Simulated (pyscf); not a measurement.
Single points on ωB97X-D3(BJ)/def2-SVP structures (PySCF, gas phase).

Q: `[CH3][B]([F])[F]` + `[H][H]` → `[F][BH][F]` + `[CH4]`
Surface: singlet. Broken: B–C, H–H. Formed: B–H, C–H. Give ΔE‡ and ΔE from ωB97M-D3(BJ)/def2-TZVP, relative to the separated reactants.

A: ΔE‡ = 2.04 eV, ΔE = -0.14 eV. Zero-point energy shifts the barrier by +0.19 eV. It is a four-centre exchange, with an imaginary mode of 1409i cm⁻¹. At the saddle there is also a short B–H contact that neither side keeps. This is the saddle that the search found; another between the same sides may lie lower.
